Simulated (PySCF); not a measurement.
Diamond

Computed with Hartree–Fock (GTH pseudopotentials, Gaussian basis; PySCF).

Cell: measured lattice: a = 3.567 Å, b = 3.567 Å, c = 3.567 Å, α = 90.00°, β = 90.00°, γ = 90.00°.

```json
{
  "band_gap": "12.98 eV ± 0.2",
  "smallest_direct_gap_on_the_k_points_sampled": "15.29 eV ± 0.3"
}
```

Note: cell and atoms aren't relaxed at this level.

A ± is a rough bar: the spread of an extrapolation, a floor set from checks against published values, or a statistical error.

Computed values are for the static lattice.
